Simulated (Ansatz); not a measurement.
Rock-salt ZrC, treated with LC-ωPBE in Ansatz (PAW).

Settings: plane-wave cutoff 460 eV, 10×10×10 k mesh, Fermi–Dirac smearing 0.05 eV, scalar-relativistic PAW data made under PBE.

The volume scan:

| V (Å³/atom) | E − E_lowest (meV/atom) |
|---|---|
| 12.199 | 27.22 |
| 12.520 | 6.32 |
| 12.785 | 0.00 |
| 13.162 | 6.12 |
| 13.483 | 23.74 |

**Question.** Fit the third-order Birch–Murnaghan equation and give B0 and B′.

**Answer.** V0 = 12.836 Å³/atom, B0 = 255 GPa, B′ = 3.8 (fit to the energies at full precision).

Measured, for comparison: bulk modulus 223 GPa (temperature not stated, no zero-point or thermal correction, from single-crystal elastic constants, our sources range from 208 to 223; as tabulated in arXiv:1102.4063); equilibrium volume per atom 12.95 Å³/atom (temperature not stated, no zero-point or thermal correction; as tabulated in Zhang et al. (2018), doi:10.1088/1367-2630/aac7f0). Computed (rounded) less measured: bulk modulus +14 % (+14 % to +23 % over the range), equilibrium volume per atom -0.8 %. A static lattice is as a rule a little smaller and stiffer than an uncorrected measurement, which narrows the difference in the equilibrium volume per atom and would widen misses of the other sign.

Static lattice: no zero-point or thermal effects.

Ansatz is an electronic-structure program.
